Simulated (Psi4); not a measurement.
# ClF (SMILES FCl): levels of theory compared

Aim: a comparison of 3 runs (HF/3-21G, B3LYP/6-31G*, HSE06/cc-pVTZ) of ClF. 

The results are computed with Psi4 1.11.

5 further runs of the same task are left out: 4 that didn't finish, 1 set aside as unsound or not needed.

### 1 The molecule

ClF has 2 atoms, charge 0, and is taken as a singlet. SMILES: `FCl`. The F1–Cl2 distance was set to 2.106 Å, away from the relaxed value.

Bond lengths: F1–Cl2 2.106 Å.

### 2 A single-point energy at HF/3-21G (run 1)

clf_ase.py

```python
import numpy as np
from ase.calculators.psi4 import Psi4
from ase import Atoms

a = Atoms(['F', 'Cl'], positions=[
    [0.000000, 0.000000, -0.454640],
    [0.000000, 0.000000, 1.650960],
])
calc = Psi4(atoms=a, method='hf', basis='3-21G', memory='2200MB', num_threads=1, charge=0, multiplicity=1, label='psi4-calc')
calc.psi4.set_options({'puream': True, 'e_convergence': 1e-09, 'd_convergence': 1e-08, 'scf_type': 'pk'})
a.calc = calc

print(f'energy: {a.get_potential_energy():.6f} eV')
```

Run with:

```
$ python clf_ase.py
```

psi4-calc.dat:

```text
[...]
  Running in c1 symmetry.
[...]
  Nuclear repulsion =   38.451801497202702
[...]
  Multiplicity = 1
[...]
  Nalpha       = 13
  Nbeta        = 13
[...]
    Number of basis functions: 22
[...]
   @RHF iter   1:  -556.00868437162774   -7.12988e-01   1.14883e-02 DIIS/ADIIS
[...]
   @RHF iter   9:  -556.04945181987500   -3.06954e-12   8.88754e-09 DIIS
[...]
    Orbital Energies [Eh]
    ---------------------
    Doubly Occupied:
       1A   -104.212819     2A    -26.226096     3A    -10.597642
       4A     -8.060778     5A     -8.056673     6A     -8.056673
       7A     -1.533568     8A     -1.107717     9A     -0.659948
      10A     -0.659948    11A     -0.549759    12A     -0.519270
      13A     -0.519270
[...]
  @RHF Final Energy:  -556.04945181987500
   => Energetics <=
    Nuclear Repulsion Energy =             38.4518014972027018
    One-Electron Energy =                -847.4821856742241835
    Two-Electron Energy =                 252.9809323571464574
    Total Energy =                       -556.0494518198750029
[...]
 Multipole Moments:
 ------------------------------------------------------------------------------------
     Multipole            Electronic (a.u.)      Nuclear  (a.u.)        Total (a.u.)
 ------------------------------------------------------------------------------------
 L = 1.  Multiply by 2.5417464519 to convert [e a0] to [Debye]
 Dipole X            :         -0.0000000            0.0000000           -0.0000000
 Dipole Y            :         -0.0000000            0.0000000           -0.0000000
 Dipole Z            :         -0.1051764            0.6085072            0.5033307
 Magnitude           :                                                    0.5033307
[...]
```

Standard output:

```text
energy: -15130.876282 eV
```

Run time: 4.8 s. Hardware: 1 thread of Intel Xeon at 2.50GHz (Skylake/Cascade Lake), shared host; peak memory 0.19 GiB.

### 3 The energy at B3LYP/6-31G(d) (spherical functions) (run 2)

calc.in

```
memory 2.2 GB

molecule mol {
  F      0.000000     0.000000    -0.454640
  Cl     0.000000     0.000000     1.650960
  units angstrom
  symmetry c1
  no_reorient
  no_com
}

set basis 6-31G*
set reference rks
set puream true
set e_convergence 1e-09
set d_convergence 1e-08
set scf_type pk
set dft_radial_points 99
set dft_spherical_points 590

energy("b3lyp")
```

Run with:

```
$ psi4 -i calc.in -o calc.out -n 1
```

calc.out:

```text
[...]
  Running in c1 symmetry.
[...]
  Nuclear repulsion =   38.451801497202702
[...]
  Multiplicity = 1
[...]
  Nalpha       = 13
  Nbeta        = 13
[...]
    Number of basis functions: 32
[...]
   @RKS iter   1:  -559.84176864289827   -3.56001e-01   1.02167e-02 ADIIS/DIIS
[...]
   @RKS iter  10:  -559.88959983526684   -6.48015e-12   6.78908e-09 DIIS
[...]
    Orbital Energies [Eh]
    ---------------------
    Doubly Occupied:
       1A   -101.628280     2A    -24.738527     3A     -9.551841
       4A     -7.321318     5A     -7.302910     6A     -7.302910
       7A     -1.147681     8A     -0.851405     9A     -0.462746
      10A     -0.418777    11A     -0.418777    12A     -0.361886
      13A     -0.361886
[...]
  @RKS Final Energy:  -559.88959983526684
   => Energetics <=
    Nuclear Repulsion Energy =             38.4518014972027018
    One-Electron Energy =                -850.7973869884814349
    Two-Electron Energy =                 283.5402775648340139
    DFT Exchange-Correlation Energy =     -31.0842919088220775
    Empirical Dispersion Energy =           0.0000000000000000
    VV10 Nonlocal Energy =                  0.0000000000000000
    Total Energy =                       -559.8895998352667220
[...]
 Multipole Moments:
 ------------------------------------------------------------------------------------
     Multipole            Electronic (a.u.)      Nuclear  (a.u.)        Total (a.u.)
 ------------------------------------------------------------------------------------
 L = 1.  Multiply by 2.5417464519 to convert [e a0] to [Debye]
 Dipole X            :          0.0000000            0.0000000            0.0000000
 Dipole Y            :          0.0000000            0.0000000            0.0000000
 Dipole Z            :        -44.7334147           45.3053524            0.5719377
 Magnitude           :                                                    0.5719377
[...]
```

Wall time 7.8 s (1 thread of Intel Xeon at 2.50GHz (Skylake/Cascade Lake), shared host); peak memory 0.29 GiB.

### 4 A single-point energy at HSE06/cc-pVTZ (run 3)

run.py

```python
import psi4

psi4.set_memory('2200 MB')
psi4.set_num_threads(1)
psi4.set_output_file('output.dat', False)

m = psi4.geometry("""
0 1
F      0.000000     0.000000    -0.454640
Cl     0.000000     0.000000     1.650960
units angstrom
symmetry c1
""")

psi4.set_options({
    'basis': 'cc-pVTZ',
    'reference': 'rks',
    'puream': True,
    'e_convergence': 1e-09,
    'd_convergence': 1e-08,
    'scf_type': 'pk',
    'dft_radial_points': 99,
    'dft_spherical_points': 590,
})

e_tot, wfn = psi4.energy("HSE06", return_wfn=True)
psi4.oeprop(wfn, "MAYER_INDICES", "QUADRUPOLE", "DIPOLE")
print('E =', round(e_tot, 9))
```

Run with:

```
$ python run.py
```

output.dat:

```text
[...]
  Running in c1 symmetry.
[...]
  Nuclear repulsion =   38.451801497202702
[...]
  Multiplicity = 1
[...]
  Nalpha       = 13
  Nbeta        = 13
[...]
    Number of basis functions: 64
[...]
   @RKS iter   1:  -559.67594777291936   -3.44359e-01   6.03928e-03 DIIS/ADIIS
[...]
   @RKS iter  11:  -559.73705155016546   -1.13687e-13   6.49023e-10 DIIS
[...]
    Orbital Energies [Eh]
    ---------------------
    Doubly Occupied:
       1A   -101.833384     2A    -24.802252     3A     -9.621150
       4A     -7.361390     5A     -7.343233     6A     -7.343233
       7A     -1.172706     8A     -0.863772     9A     -0.468182
      10A     -0.432160    11A     -0.432160    12A     -0.368310
      13A     -0.368310
[...]
  @RKS Final Energy:  -559.73705155016546
   => Energetics <=
    Nuclear Repulsion Energy =             38.4518014972027018
    One-Electron Energy =                -850.6107627502791502
    Two-Electron Energy =                 281.7618469753271597
    DFT Exchange-Correlation Energy =     -29.3399372724161722
    Empirical Dispersion Energy =           0.0000000000000000
    VV10 Nonlocal Energy =                  0.0000000000000000
    Total Energy =                       -559.7370515501654609
[...]
 Multipole Moments:
 ------------------------------------------------------------------------------------
     Multipole            Electronic (a.u.)      Nuclear  (a.u.)        Total (a.u.)
 ------------------------------------------------------------------------------------
 L = 1.  Multiply by 2.5417464519 to convert [e a0] to [Debye]
 Dipole X            :          0.0000000            0.0000000            0.0000000
 Dipole Y            :         -0.0000000            0.0000000           -0.0000000
 Dipole Z            :          0.0836013            0.6085072            0.6921085
 Magnitude           :                                                    0.6921085
 L = 2.  Multiply by 1.3450342976 to convert [e a0^2] to [Debye ang]
 Quadrupole XX       :        -13.0393795            0.0000000          -13.0393795
 Quadrupole XY       :          0.0000000            0.0000000            0.0000000
[...]
```

Standard output:

```text
E = -559.73705155
```

Wall time 24 s (1 thread of Intel Xeon at 2.50GHz (Skylake/Cascade Lake), shared host); peak memory 0.64 GiB.

### 5 The series

```
run                               level         integration grid  energy (Eh)  dipole moment (D)  HOMO energy (eV)  LUMO energy (eV)  wall time
  1                            HF/3-21G                        –  -556.049452               1.28            -14.13             -1.97      4.8 s
  2  B3LYP/6-31G* (spherical functions)  99 radial × 590 angular  -559.889600               1.45             -9.85             -6.66      7.8 s
  3                       HSE06/cc-pVTZ  99 radial × 590 angular  -559.737052               1.76            -10.02             -7.13       24 s
```

### 6 Outcome

| quantity | value |
| --- | --- |
| run 3: total energy | -559.73705 Eh |
| run 3: dipole moment | 1.76 D |
| run 3: HOMO energy | -10.02 eV |
| run 3: LUMO energy | -7.13 eV |
| run 3: HOMO–LUMO gap | 2.89 eV |

In words: The dipole moment (its size) runs from 1.28 D (HF/3-21G) to 1.76 D (HSE06/cc-pVTZ). The two ends differ in method and basis. The HOMO–LUMO gap runs from 2.89 eV (HSE06/cc-pVTZ) to 12.16 eV (HF/3-21G). Totals of different functionals can't be ranked against each other. All runs together took 37 s, the longest 24 s.
